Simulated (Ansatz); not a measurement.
F$_{3}$N, SMILES `FN(F)F`, relaxed with RKS PBE0-D4/def2-TZVP in Ansatz 0.2.0 from a GFN2-xTB geometry. The force threshold is 0.005 eV/Å; the program also tests the step.

Charge 0, multiplicity 1.

Start:

```xyz
4

F    -1.009    0.014   -0.718
N    -0.111    0.336    0.250
F     0.071   -0.838    0.910
F     1.049    0.488   -0.441
```

**Question.** How much energy does the relaxation release, and in how many steps? (Best estimate.)

**Answer.** Computed: 0.90 kJ/mol, in 2 steps.

**Question.** Which bonds change most? (Best estimate.)

**Answer.** The calculation gave: N2–F4 from 1.359 to 1.360 Å; F1–N2 from 1.359 to 1.360 Å; N2–F3 from 1.359 to 1.360 Å.

**Question.** Give the relaxed structure. (Best estimate.)

**Answer.** Ansatz gave: 
```xyz
4

F    -1.001    0.009   -0.716
N    -0.115    0.348    0.258
F     0.072   -0.837    0.900
F     1.044    0.480   -0.442
```
